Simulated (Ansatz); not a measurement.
# AlHClO (SMILES [O][AlH][Cl]): UCCSD(T)/STO-3G

What is the vertical doublet–quartet gap of AlHClO at UCCSD(T)/STO-3G? 

The calculation is run with Ansatz 0.2.0.

60 further runs of the same task are left out: 7 that didn't finish, 53 set aside as unsound or not needed.

### 1 The system as given

AlHClO has 4 atoms, charge 0, and is taken as a doublet. SMILES: `[O][AlH][Cl]`. Geometry: relaxed at PBE0-D4/def2-TZVP.

Bond lengths: O1–Al2 1.729 Å, Al2–Cl3 2.081 Å, Al2–H4 1.566 Å. Angles: O1–Al2–Cl3 116.2°, O1–Al2–H4 118.8°, Cl3–Al2–H4 125.0°.

### 2 The energy at UCCSD(T)/STO-3G

File in.yaml:

```yaml
crystal:
  periodic: [false, false, false]
  atoms:
    - {symbol: O, position_ang: [0.290600, -1.035900, 1.350600]}
    - {symbol: Al, position_ang: [0.118400, 0.049000, 0.015600]}
    - {symbol: Cl, position_ang: [-1.573200, -0.210600, -1.168800]}
    - {symbol: H, position_ang: [1.219700, 1.137300, -0.217800]}
basis:
  gaussian:
    orbitals: STO-3G
magnetization:
  spin_polarized: true
  initial_magnetization: 1
correlation:
  method: ccsd_t
  frozen_orbitals: {Al: 5, Cl: 5, H: 0, O: 1}
accuracy: high
scf:
  omitted_lower_state_checks: [cluster_reference, increment]
```

Started as:

```console
$ ansatz run in.yaml --threads 1 --pin off --max-ram 2610MiB --events-out events.jsonl --progress --plain --runs-dir runs
```

Output, shortened:

```text
Warning: RAYON_NUM_THREADS=1 ignored (pool sized by the plan → 1); use --threads N
Functional definition: HF
  name "HF"
[...]
432 factors; integrals over basis functions are off by at most 2.4e-8 eV
[...]
mean field -20901.46940454 eV, -768.1148330920 hartree, gradient 6.1e-8 eV, S^2 0.756799; 5 other end points of the search recorded, 0 dependent functions left out
11 core orbitals not correlated: weight in the atoms' cores, before any rotation towards them, 0.999 or more for the frozen orbitals, at most 0.000 for the correlated occupied ones
reference -20901.46940454 eV, -768.1148330920 hartree; 9, 8 occupied and 4, 5 virtual orbitals, 432 factors
second order -1.22444874 eV of doubles, -0.00000000 eV of singles
cycle   1  -1.44071572 eV  change   -2.2e-1 eV  update   6.9e-2
[...]
cycle  32  -1.65579715 eV  change   7.8e-10 eV  update   1.9e-9
perturbative correction -0.07941265 eV, -0.0029183610 hartree
Total energy: -20903.20461434 eV, -768.1786008760 hartree
Checks for a lower state left out: cluster_reference, increment
```

Wall time 0.52 s (1 thread of Arm Neoverse V1, shared host).

### 3 The quartet

File job.yaml:

```yaml
crystal:
  periodic: [false, false, false]
  atoms:
    - symbol: O
      position_ang: [0.290600, -1.035900, 1.350600]
    - symbol: Al
      position_ang: [0.118400, 0.049000, 0.015600]
    - symbol: Cl
      position_ang: [-1.573200, -0.210600, -1.168800]
    - symbol: H
      position_ang: [1.219700, 1.137300, -0.217800]
basis:
  gaussian:
    orbitals: STO-3G
magnetization:
  spin_polarized: true
  initial_magnetization: 3
correlation:
  method: ccsd_t
  frozen_orbitals: {Al: 5, Cl: 5, H: 0, O: 1}
accuracy: high
scf:
  omitted_lower_state_checks: [cluster_reference, increment]
```

Started as:

```console
$ ansatz run job.yaml --threads 1 --pin off --max-ram 2610MiB --events-out events.jsonl --progress --plain --runs-dir runs
```

Output, shortened:

```text
Warning: RAYON_NUM_THREADS=1 ignored (pool sized by the plan → 1); use --threads N
[... 2 set-up lines as earlier in the session ...]
[...]
432 factors; integrals over basis functions are off by at most 2.4e-8 eV
[...]
mean field -20895.01009709 eV, -767.8774579216 hartree, gradient 2.9e-8 eV, S^2 3.783025; 11 other end points of the search recorded, 0 dependent functions left out
11 core orbitals not correlated: weight in the atoms' cores, before any rotation towards them, 0.999 or more for the frozen orbitals, at most 0.000 for the correlated occupied ones
reference -20895.01009709 eV, -767.8774579216 hartree; 10, 7 occupied and 3, 6 virtual orbitals, 432 factors
second order -0.70046510 eV of doubles, -0.00000000 eV of singles
cycle   1  -0.91442199 eV  change   -2.1e-1 eV  update   5.1e-2
[...]
cycle  43  -1.15214142 eV  change  -2.5e-12 eV  update   1.7e-9
perturbative correction -0.01768197 eV, -0.0006498004 hartree
Total energy: -20896.17992048 eV, -767.9204481383 hartree
Checks for a lower state left out: cluster_reference, increment
```

Run time: 0.85 s. Hardware: 1 thread of Arm Neoverse V1, shared host.

### 4 Summary of results

At UCCSD(T)/STO-3G, 11 core orbitals frozen:

```
                                             quantity          value
                                doublet: total energy  -768.17860 Eh
doublet: correlation energy (11 core orbitals frozen)      -63.8 mEh
                              doublet: (T) correction      -2.92 mEh
           doublet: ⟨S²⟩ of the reference determinant          0.757
                               doublet: T1 diagnostic          0.016
                                quartet: total energy  -767.92045 Eh
quartet: correlation energy (11 core orbitals frozen)      -43.0 mEh
                              quartet: (T) correction      -0.65 mEh
           quartet: ⟨S²⟩ of the reference determinant          3.783
                               quartet: T1 diagnostic          0.017
     vertical energy of the quartet above the doublet       7.025 eV
```

**Reading.** At this shape the quartet lies 7.02 eV (162 kcal/mol) above the doublet. In a minimal basis such a difference can be off by several eV, whatever the method. The triples (doublet) make up 4.6 % of the correlation energy. The triples (quartet) make up 1.5 % of the correlation energy.
